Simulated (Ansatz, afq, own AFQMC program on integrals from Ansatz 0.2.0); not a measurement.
**Where AFQMC and coupled cluster stand for AlNH3, quartet**

```xyz
5

Al   -1.0728    0.0000    0.0000
H    -1.8657    1.3734    0.0000
H    -1.8657   -1.3734    0.0000
H     1.2082    0.0000    0.0000
N     2.2482    0.0000    0.0000
```

Connectivity, by distances: AlH2 ··· NH.

Basis cc-pVTZ. Only valence electrons are correlated. Ansatz 0.2.0 and our own AFQMC program on the same integrals; the CISD trial comes from CCSD amplitudes, and released means the phaseless constraint is let go. ± is one standard error of the sampling.

Determinant: UHF, the one that the program's search chose, which needn't be the lowest solution. The geometry is a point of a scan.

No full CI on the walks' own integrals is used here; CCSDT(Q) serves as the reference and is uncertain by about the last step of the cluster series.

Cautions: lower spins were not checked.

- T1 diagnostic: 0.0140
- weight of the determinant in the CISD state: 0.893
- ⟨S²⟩ of the determinant: 3.774
- size of the correlated space: 11 electrons in 100 orbitals

```csv
level,correlation energy (eV)
MP2,-5.7258
CCSD,-6.7617
CCSD(T),-6.9262
```

Task: Estimate where AFQMC with the constraint released lies against CCSD(T) on the same integrals.

Result: 2.9 ± 0.8 kJ/mol below CCSD(T).

Reference: CCSDT(Q), correlation energy -6.959 eV. The released energy is read at 2.40 1/Eh (meV from the phaseless value at times in 1/Eh: -1 ± 3 at 0.24, -2 ± 4 at 0.51, -12 ± 6 at 0.99, -19 ± 6 at 1.62, -7 ± 8 at 2.40).

```
         level  E − E(reference) (kJ/mol)  share of correlation (%)
       CCSD(T)                        3.2                     99.53
         CCSDT                        0.5                     99.93
   ph-AFQMC/HF                  6.6 ± 2.6                     99.02
 ph-AFQMC/CISD                  1.0 ± 0.5                     99.85
released AFQMC                  0.3 ± 0.8                     99.95
```

A walk keeps the symmetry of its determinant, which the program's search chose and which needn't be the lowest solution, so a lower state of the same spin and another symmetry isn't excluded. Released energies are given only where the last usable release times agree within the noise; a slower fall can still hide under it.
